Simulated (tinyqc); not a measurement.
LCCD on RHF in the sto-3g basis, frozen core, for H3O+, spin multiplicity 1, step by step (part 2 of 2). Computed by tinyqc, a small Python program that keeps every step (integrals from PySCF). Command: `OMP_NUM_THREADS=1 python tinyqc.py 25019 25020 out.jsonl` (the two numbers bound the seeds that draw the settings). One thread of a shared host (Intel(R) Xeon(R) Processor @ 2.60GHz), about 0.1 s of CPU time with the checks.

Geometry (angstrom):
```
atom          x          y         z
O      0.000000   0.000000  0.333000
H      0.849000   0.000000  0.000000
H     -0.424000   0.735000  0.000000
H     -0.424000  -0.735000  0.000000
```

## Convergence

Stop when the energy changes by less than 1e-10 hartree and every element of the error matrix X^T (F D S - S D F) X is below 3e-06.

Course of the cycle:
```
iteration   E (hartree)     change  largest element of the error matrix
1          -71.65795575          -                             1.48e+00
2          -75.21572551  -3.56e+00                             2.81e-01
3          -75.29840087  -8.27e-02                             2.91e-02
4          -75.29961649  -1.22e-03                             4.14e-03
5          -75.29965720  -4.07e-05                             4.53e-04
6          -75.29965764  -4.40e-07                             2.22e-05
7          -75.29965764  -1.27e-09                             8.15e-07
8          -75.29965764  -1.05e-12                             9.79e-09
```

PySCF RHF in the same basis = -75.29965764 hartree

Converged in 8 iterations.

## Integrals over molecular orbitals

coefficients C, order 1O 1s, 1O 2s, 1O 2px, 1O 2py, 1O 2pz, 2H 1s, 3H 1s, 4H 1s:
```
[[0.993814, -0.237799, 0.000000, -0.000019, -0.072400, -0.164575, -0.000254, 0.000000],
 [0.029474, 0.855850, 0.000000, 0.000134, 0.354342, 1.171376, 0.002076, 0.000000],
 [-0.000002, -0.000057, 0.000000, 0.713846, -0.000141, 0.001379, -0.954984, 0.000000],
 [0.000000, 0.000000, 0.713763, 0.000000, 0.000000, 0.000000, 0.000000, 0.955411],
 [-0.003818, -0.155943, 0.000000, 0.000149, 0.930377, -0.454584, -0.000814, 0.000000],
 [-0.005683, 0.092051, 0.000000, 0.393466, -0.086191, -0.683413, 1.066661, 0.000000],
 [-0.005689, 0.092145, 0.340680, -0.196646, -0.086156, -0.681640, -0.534883, -0.924900],
 [-0.005689, 0.092145, -0.340680, -0.196646, -0.086156, -0.681640, -0.534883, 0.924900]]
```

core Hamiltonian H = T + V (hartree), order 1O 1s, 1O 2s, 1O 2px, 1O 2py, 1O 2pz, 2H 1s, 3H 1s, 4H 1s:
```
[[-33.356585, -7.763270, 0.000004, 0.000000, 0.018752, -1.984284, -1.986330, -1.986330],
 [-7.763270, -9.954527, 0.000011, 0.000000, 0.216436, -4.278642, -4.281588, -4.281588],
 [0.000004, 0.000011, -8.202068, 0.000000, -0.000038, -2.682960, 1.341116, 1.341116],
 [0.000000, 0.000000, 0.000000, -8.202323, 0.000000, 0.000000, -2.324868, 2.324868],
 [0.018752, 0.216436, -0.000038, 0.000000, -8.077179, 1.125205, 1.126225, 1.126225],
 [-1.984284, -4.278642, -2.682960, 0.000000, 1.125205, -5.623780, -1.874663, -1.874663],
 [-1.986330, -4.281588, 1.341116, -2.324868, 1.126225, -1.874663, -5.625558, -1.874899],
 [-1.986330, -4.281588, 1.341116, 2.324868, 1.126225, -1.874663, -1.874899, -5.625558]]
```

Given earlier and not repeated: Two-electron integrals (ij|kl) in chemists' order.

(pq|rs) = sum C_ip C_jq C_kr C_ls (ij|kl), one index at a time.

one-electron integrals over orbitals h = C^T H C (hartree):
```
[[-33.338063, 0.564716, 0.000000, 0.000047, 0.166139, 0.371349, 0.000579, 0.000000],
 [0.564716, -8.370064, 0.000000, 0.000094, -0.125989, -1.501244, -0.002332, 0.000000],
 [0.000000, 0.000000, -7.310655, 0.000000, 0.000000, 0.000000, 0.000000, -1.673716],
 [0.000047, 0.000094, 0.000000, -7.310287, -0.000190, -0.002797, 1.673655, 0.000000],
 [0.166139, -0.125989, 0.000000, -0.000190, -7.918337, 0.553757, 0.000586, 0.000000],
 [0.371349, -1.501244, 0.000000, -0.002797, 0.553757, -5.273208, 0.000564, 0.000000],
 [0.000579, -0.002332, 0.000000, 1.673655, 0.000586, 0.000564, -5.686082, 0.000000],
 [0.000000, 0.000000, -1.673716, 0.000000, 0.000000, 0.000000, 0.000000, -5.686523]]
```

Two-electron integrals over orbitals (pq|rs), unique and non-zero (hartree); the lowest 1 orbital is frozen and left out:
```
(22|22) 0.745912    (32|32) 0.143657    (33|22) 0.680505    (33|33) 0.692262
(42|22) -0.000049   (42|33) -0.032529   (42|42) 0.143620    (43|32) -0.032519
(43|43) 0.042000    (44|22) 0.680466    (44|33) 0.608198    (44|42) 0.032554
(44|44) 0.692248    (52|22) -0.034340   (52|33) 0.002071    (52|42) -6.84e-07
(52|44) 0.002074    (52|52) 0.129821    (53|32) 0.008423    (53|43) 0.003316
(53|53) 0.038308    (54|22) 0.000013    (54|33) 0.003331    (54|42) 0.008427
(54|44) -0.003301   (54|52) 0.000012    (54|54) 0.038309    (55|22) 0.726195
(55|33) 0.666596    (55|42) -0.000006   (55|44) 0.666584    (55|52) 0.081311
(55|54) 0.000034    (55|55) 0.884471    (62|22) 0.151433    (62|33) 0.108102
(62|42) 0.000073    (62|44) 0.108093    (62|52) -0.024384   (62|54) 0.000034
(62|55) 0.146742    (62|62) 0.089482    (63|32) -0.007266   (63|43) 0.020891
(63|53) 0.006464    (63|63) 0.047483    (64|22) 0.000258    (64|33) 0.021106
(64|42) -0.007322   (64|44) -0.020690   (64|52) 0.000057    (64|54) 0.006479
(64|55) 0.000307    (64|62) 0.000175    (64|64) 0.047589    (65|22) -0.067629
(65|33) -0.038186   (65|42) 0.000064    (65|44) -0.038152   (65|52) 0.037724
(65|54) 0.000037    (65|55) -0.051128   (65|62) -0.045615   (65|64) -0.000062
(65|65) 0.034738    (66|22) 0.561495    (66|33) 0.527407    (66|42) 0.000267
(66|44) 0.527592    (66|52) -0.056151   (66|54) -0.000023   (66|55) 0.515680
(66|62) 0.073051    (66|64) -0.000019   (66|65) -0.039127   (66|66) 0.498619
(72|22) 0.000236    (72|33) -0.013983   (72|42) -0.041022   (72|44) 0.014303
(72|52) -0.000021   (72|54) -0.019938   (72|55) 0.000234    (72|62) 0.000072
(72|64) -0.036474   (72|65) -0.000083   (72|66) 0.000102    (72|72) 0.049849
(73|32) -0.041276   (73|43) 0.003754    (73|53) 0.004156    (73|63) 0.021583
(73|73) 0.033564    (74|22) -0.145728   (74|33) -0.126277   (74|42) 0.041257
(74|44) -0.118844   (74|52) -0.038312   (74|54) -0.004156   (74|55) -0.183871
(74|62) -0.080990   (74|64) -0.021721   (74|65) 0.025814    (74|66) -0.044133
(74|72) 0.002239    (74|74) 0.143525    (75|22) -0.000067   (75|33) 0.011065
(75|42) -0.041433   (75|44) -0.011159   (75|52) 0.000066    (75|54) -0.024439
(75|55) -0.000041   (75|62) -0.000080   (75|64) 0.011011    (75|65) -1.18e-06
(75|66) -0.000137   (75|72) 0.011228    (75|74) -0.014580   (75|75) 0.033271
(76|22) 3.86e-06    (76|33) 0.037943    (76|42) -0.098141   (76|44) -0.038083
(76|52) -0.000078   (76|54) 0.008478    (76|55) -0.000078   (76|62) -0.000012
(76|64) 0.039718    (76|65) -0.000076   (76|66) -0.000298   (76|72) -0.001813
(76|74) -0.047862   (76|75) 0.031344    (76|76) 0.111384    (77|22) 0.595530
(77|33) 0.542506    (77|42) 0.032601    (77|44) 0.614019    (77|52) -0.001142
(77|54) -0.009733   (77|55) 0.586550    (77|62) 0.074179    (77|64) -0.037300
(77|65) -0.021831   (77|66) 0.503044    (77|72) 0.024007    (77|74) -0.061872
(77|75) -0.013334   (77|76) -0.056966   (77|77) 0.593178    (82|32) 0.040996
(82|43) 0.014145    (82|53) 0.019942    (82|63) 0.036469    (82|73) 0.002477
(82|82) 0.049850    (83|22) 0.145698    (83|33) 0.118834    (83|42) 0.041240
(83|44) 0.126316    (83|52) 0.038320    (83|54) -0.004130   (83|55) 0.183876
(83|62) 0.080997    (83|64) -0.021410   (83|65) -0.025768   (83|66) 0.044390
(83|72) 0.002547    (83|74) -0.079101   (83|75) -0.014637   (83|76) -0.047969
(83|77) 0.096063    (83|83) 0.143563    (84|32) 0.041254    (84|43) -0.003716
(84|53) -0.004140   (84|63) -0.021504   (84|73) -0.031016   (84|82) -0.002417
(84|84) 0.033488    (85|32) 0.041449    (85|43) -0.011097   (85|53) 0.024442
(85|63) -0.010979   (85|73) -0.014630   (85|82) 0.011231    (85|84) 0.014613
(85|85) 0.033281    (86|32) 0.098090    (86|43) -0.037876   (86|53) -0.008450
(86|63) -0.039516   (86|73) -0.047954   (86|82) -0.001759   (86|84) 0.047881
(86|85) 0.031311    (86|86) 0.111088    (87|32) 0.033036    (87|43) -0.035899
(87|53) -0.009765   (87|63) -0.037547   (87|73) -0.017355   (87|82) -0.023890
(87|84) 0.017287    (87|85) 0.013440    (87|86) 0.057229    (87|87) 0.048488
(88|22) 0.595624    (88|33) 0.614180    (88|42) -0.032873   (88|44) 0.542434
(88|52) -0.001127   (88|54) 0.009766    (88|55) 0.586642    (88|62) 0.074255
(88|64) 0.037663    (88|65) -0.021884   (88|66) 0.502765    (88|72) -0.023775
(88|74) -0.096191   (88|75) 0.013373    (88|76) 0.057151    (88|77) 0.496982
(88|83) 0.061779    (88|88) 0.593541
```

## LCCD: starting amplitudes

orbital energies (hartree): [-20.903457, -1.870253, -1.162934, -1.162662, -0.963561, 0.162744, 0.319838, 0.320367]

t_ij^ab = <ij||ab> / (e_i + e_j - e_a - e_b), whose energy is MP2.

Starting amplitudes (spin orbitals 1a, 1b, ...; amplitudes related by a flip of all spins are not repeated; the 24 largest):
```
from      to          t
4a 4b  7a 7b  -0.048406
3a 3b  8a 8b  -0.048393
3a 4b  7b 8a  -0.026671
2a 4b  6a 7b   0.023038
2a 3b  6a 8b  -0.023035
2a 2b  6a 6b  -0.022007
4a 4b  6a 6b  -0.017952
3a 3b  6a 6b  -0.017909
3a 4a  7a 8a  -0.016213
5a 5b  6a 6b  -0.015421
2a 5b  6a 6b   0.014438
5a 5b  7a 7b  -0.012962
5a 5b  8a 8b  -0.012961
2a 3a  6a 8a  -0.012663
2a 4a  6a 7a   0.012663
2a 2b  7a 7b  -0.011380
2a 2b  8a 8b  -0.011378
3a 3b  7a 7b  -0.011318
4a 4b  8a 8b  -0.011291
3a 4b  7a 8b   0.010458
2a 4b  6b 7a  -0.010375
2a 3b  6b 8a   0.010371
4a 5b  6b 7a   0.009895
3a 5b  6b 8a  -0.009874
```

correlation energy = -0.04347570 hartree

## LCCD: amplitude update 1

t_ij^ab D_ij^ab are set to the remaining terms of the spin-orbital equations, evaluated with the old amplitudes; for the doubles these are <ij||ab> + 1/2 <ab||ef> t_ij^ef + 1/2 <mn||ij> t_mn^ab + P(ij)P(ab) <mb||ej> t_im^ae, D the orbital-energy denominators (linear CCD).

Amplitudes after update 1 (spin orbitals 1a, 1b, ...; amplitudes related by a flip of all spins are not repeated; the 24 largest):
```
from      to          t
4a 4b  7a 7b  -0.059763
3a 3b  8a 8b  -0.059744
3a 4b  7b 8a  -0.031130
2a 4b  6a 7b   0.027468
2a 3b  6a 8b  -0.027463
2a 2b  6a 6b  -0.024687
4a 4b  6a 6b  -0.022689
3a 3b  6a 6b  -0.022629
2a 5b  6a 6b   0.018470
5a 5b  6a 6b  -0.017837
3a 4a  7a 8a  -0.015664
3a 4b  7a 8b   0.015466
2a 4b  6b 7a  -0.015040
2a 3b  6b 8a   0.015033
5a 5b  7a 7b  -0.014538
5a 5b  8a 8b  -0.014538
3a 3b  7a 7b  -0.013219
4a 4b  8a 8b  -0.013183
2a 3a  6a 8a  -0.012430
2a 4a  6a 7a   0.012428
2a 2b  7a 7b  -0.012407
2a 2b  8a 8b  -0.012406
4a 5b  6b 7a   0.011535
3a 5b  6b 8a  -0.011507
```

correlation energy = -0.05219294 hartree

## LCCD: amplitude update 2

As before.

Amplitudes after update 2 (spin orbitals 1a, 1b, ...; amplitudes related by a flip of all spins are not repeated; the 24 largest):
```
from      to          t
4a 4b  7a 7b  -0.063246
3a 3b  8a 8b  -0.063225
3a 4b  7b 8a  -0.032116
2a 4b  6a 7b   0.028460
2a 3b  6a 8b  -0.028454
2a 2b  6a 6b  -0.025370
4a 4b  6a 6b  -0.024142
3a 3b  6a 6b  -0.024076
2a 5b  6a 6b   0.019648
5a 5b  6a 6b  -0.018549
3a 4b  7a 8b   0.017660
2a 4b  6b 7a  -0.016779
2a 3b  6b 8a   0.016770
5a 5b  7a 7b  -0.014660
5a 5b  8a 8b  -0.014660
3a 4a  7a 8a  -0.014456
3a 3b  7a 7b  -0.013527
4a 4b  8a 8b  -0.013488
2a 2b  7a 7b  -0.012438
2a 2b  8a 8b  -0.012437
4a 5b  6b 7a   0.011951
3a 5b  6b 8a  -0.011920
2a 3a  6a 8a  -0.011685
2a 4a  6a 7a   0.011681
```

correlation energy = -0.05445278 hartree

## LCCD: convergence

E_corr = 1/4 sum <ij||ab> t_ij^ab; stop when the norm of the change is below 1e-8.

Course of the amplitude iterations:
```
update  correlation energy (hartree)  norm of the change
0                        -0.04347570                   -
1                        -0.05219294            5.44e-02
2                        -0.05445278            1.80e-02
3                        -0.05515957            6.72e-03
4                        -0.05540547            2.63e-03
5                        -0.05549590            1.06e-03
6                        -0.05553022            4.40e-04
7                        -0.05554353            1.86e-04
8                        -0.05554878            7.98e-05
9                        -0.05555088            3.46e-05
10                       -0.05555174            1.51e-05
11                       -0.05555209            6.63e-06
12                       -0.05555223            2.92e-06
13                       -0.05555229            1.29e-06
14                       -0.05555232            5.67e-07
15                       -0.05555233            2.50e-07
16                       -0.05555234            1.11e-07
17                       -0.05555234            4.89e-08
18                       -0.05555234            2.16e-08
19                       -0.05555234            9.55e-09
```

Converged amplitudes (spin orbitals 1a, 1b, ...; amplitudes related by a flip of all spins are not repeated; the 24 largest):
```
from      to          t
4a 4b  7a 7b  -0.065294
3a 3b  8a 8b  -0.065270
3a 4b  7b 8a  -0.032601
2a 4b  6a 7b   0.028873
2a 3b  6a 8b  -0.028866
2a 2b  6a 6b  -0.025864
4a 4b  6a 6b  -0.024713
3a 3b  6a 6b  -0.024645
2a 5b  6a 6b   0.020301
3a 4b  7a 8b   0.019273
5a 5b  6a 6b  -0.019032
2a 4b  6b 7a  -0.017839
2a 3b  6b 8a   0.017829
5a 5b  8a 8b  -0.014532
5a 5b  7a 7b  -0.014532
3a 3b  7a 7b  -0.013477
4a 4b  8a 8b  -0.013437
3a 4a  7a 8a  -0.013329
2a 2b  8a 8b  -0.012345
2a 2b  7a 7b  -0.012344
4a 5b  6b 7a   0.012200
3a 5b  6b 8a  -0.012168
4a 4b  6a 7b   0.011695
3a 3b  6a 7b  -0.011628
```

LCCD total energy = -75.35520998 hartree

Converged in 19 updates.
